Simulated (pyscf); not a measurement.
Elementary routes open to `[NH2][SiH]([F])[Cl]` + `[H]` [doublet] in the gas phase (doublet surface):
A. `[NH3]` + `[F][SiH][Cl]` [doublet] (N–Si broken; H–N formed)
B. `[NH2][Si]([F])[Cl]` [doublet] + `[H][H]` (H–Si broken; H–H formed)

PySCF, gas phase, ωB97X-D3(BJ)/def2-SVP geometries.

Rank the routes by free-energy barrier at 900 K, lowest first, for ωB97M-D3(BJ)/def2-TZVP energies (ideal gas, 1 atm, RRHO with modes under 100 cm⁻¹ raised to 100, one conformer, R ln 2 for chiral ones without a mode under 150 cm⁻¹).

B (23.4 kcal/mol), A (46.3 kcal/mol)

Route B is the fastest of these, ahead of the next by 22.9 kcal/mol. The most stable products are those of B (ΔG = -11.6 kcal/mol), so kinetics and thermodynamics agree. At 298 K B is still the fastest. A: On the product side the descent ends in a bound adduct, 9.5 kcal/mol under the separated species and 29.3 kcal/mol under the saddle at ωB97X-D3(BJ)/def2-TZVP. Only these routes are compared; each barrier is that of the saddle found, and lower ones may exist.
